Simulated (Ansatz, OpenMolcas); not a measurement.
**How methods differ on BH3O2 (SMILES OBO)**

The species is BH3O2 (6 atoms), meant as a singlet with charge 0. As SMILES, `OBO`. The coordinates come from a PBE0-D4/def2-TZVP relaxation. This is one conformer, not always the lowest.

Each level gives the HOMO–LUMO gap (eV). The values are calculated.

| level | kind | program | value (eV) | CPU time |
| --- | --- | --- | --- | --- |
| HF/def2-TZVP | Hartree–Fock | OpenMolcas | 16.54 | 14 s |
| revPBE/def2-TZVP | GGA | Ansatz | 7.51 | 2.7 s |
| r2SCAN/def2-TZVP | meta-GGA | OpenMolcas | 8.25 | 36 s |
| BHLYP/def2-TZVP | global hybrid | Ansatz | 12.21 | 2.8 s |
| M06-2X/def2-TZVP | hybrid meta-GGA | OpenMolcas | 12.13 | 34 s |
| HSE06/def2-TZVP | range-separated hybrid | Ansatz | 9.26 | 2.8 s |
| B2PLYP/def2-TZVP | double hybrid | Ansatz | 12.44 | 3.3 s |
| PBE-QIDH/def2-TZVP | double hybrid | Ansatz | 14.13 | 3.7 s |

The values span 7.51 to 16.54 eV. Orbital gaps aren't excitation energies, and those of double hybrids come from the SCF part alone; they tend to grow with the share of exact exchange. CPU times are rough (shared hosts, several kinds of processor): they show what a rung costs within a factor of a few.
